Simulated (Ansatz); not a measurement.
Computed with Ansatz on PBE0-D4/def2-TZVP structures; ΔE is electronic, products minus reactants. CBS: MP2 limit from def2 TZ/QZ plus the TZ coupled-cluster correction, frozen cores. This one scheme is used for every species. Functionals use def2-TZVPP. One conformer a species, not always the lowest.

Reaction (cleavage of the P–Si bond): `[SiH3]P` + `N=C=O` → `O=C=NP` + SiH₄

```csv
level,ΔE (kJ/mol)
PBE,38.0
LC-ωPBE,31.2
HF/def2-QZVPP,8.7
CCSD/CBS(def2),29.2
```

What does CCSD(T)/CBS give? (Estimate.)

Computed: +31.5 kJ/mol. The listed levels differ from it by 6.5, -0.3, -22.8, -2.3 kJ/mol.

What do rigid-rotor, harmonic-oscillator terms from PBE0-D4/def2-TZVP frequencies (298.15 K, 1 bar) make of the CCSD(T)/CBS value? (Estimate.)

Ansatz gave: ΔZPE = -3.2 kJ/mol, ΔH = +28.8 kJ/mol, ΔS = -14 J/(mol·K), ΔG = +32.8 kJ/mol.

Largest T1 diagnostic among the species: 0.018.

Leaving LDA and LC-ωPBE aside and taking each functional with its dispersion term where it has one, the values, not all of them listed here, spread over 18.4 kJ/mol, from BHLYP-D4 to PBE-D4. At CCSD(T), def2-SVP lies −6.6 kJ/mol from the extrapolated value and def2-TZVPP −2.0 kJ/mol.
